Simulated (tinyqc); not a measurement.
Ways to converge the cycle: SCF convergence aids in the sto-3g basis, for CH4, spin multiplicity 1. Computed by the program tinyqc with PySCF. Command: `OMP_NUM_THREADS=1 python tinyqc.py 113657 113658 out.jsonl`; one thread of a shared host (Intel(R) Xeon(R) Processor @ 2.60GHz), about 0.7 s.

Geometry (angstrom):
```
atom,x,y,z
C,0.0000,0.0000,0.0000
H,0.7190,0.7190,0.7190
H,0.7190,-0.7190,-0.7190
H,-0.7190,0.7190,-0.7190
H,-0.7190,-0.7190,0.7190
```

lowest restricted solution found by these runs and by PySCF = -39.656881 hartree

RHF with one setting changed at a time; a run stops when the energy changes by less than 1e-09 hartree and the error matrix is below 1e-5. The start is random orbitals. Damping d keeps d of the old density; a shift (hartree) raises the virtual levels; DIIS n extrapolates F over n matrices.

Largest element of the error matrix X^T (FDS - SDF) X:
```
iteration,plain,damping 0.3,damping 0.6,shift 0.4,DIIS 3,DIIS 8
1,6.1e+00,6.1e+00,6.1e+00,6.1e+00,6.1e+00,6.1e+00
2,4.5e-01,1.7e+00,3.4e+00,4.7e-01,4.5e-01,4.5e-01
3,1.7e-01,5.8e-01,2.0e+00,2.7e-01,1.8e-01,1.8e-01
4,5.7e-02,1.9e-01,1.2e+00,1.3e-01,3.2e-02,3.2e-02
5,1.7e-02,6.1e-02,7.7e-01,6.9e-02,4.2e-03,4.7e-03
6,5.7e-03,2.0e-02,4.8e-01,3.6e-02,5.4e-04,7.0e-04
8,5.9e-04,5.3e-03,1.8e-01,9.4e-03,1.8e-05,5.9e-06
10,6.3e-05,1.6e-03,6.9e-02,2.5e-03,1.4e-06,-
14,-,1.4e-04,1.0e-02,1.9e-04,-,-
20,-,4.0e-06,1.1e-03,-,-,-
30,-,-,5.8e-05,-,-,-
45,-,-,7.0e-07,-,-,-
```

How each run ends:
```
run,iterations,E (hartree),state
plain,13,-39.656881,lowest found
damping 0.3,22,-39.656881,lowest found
damping 0.6,47,-39.656881,lowest found
shift 0.4,19,-39.656881,lowest found
DIIS 3,10,-39.656881,lowest found
DIIS 8,9,-39.656881,lowest found
```

6 of 6 runs reach the lowest restricted solution found, in 9 to 47 iterations (fastest: DIIS 8). Plain steps already contract here, so damping only slows them. DIIS 3 and DIIS 8 gain by cancelling the error over several earlier matrices, much as a quasi-Newton step does.
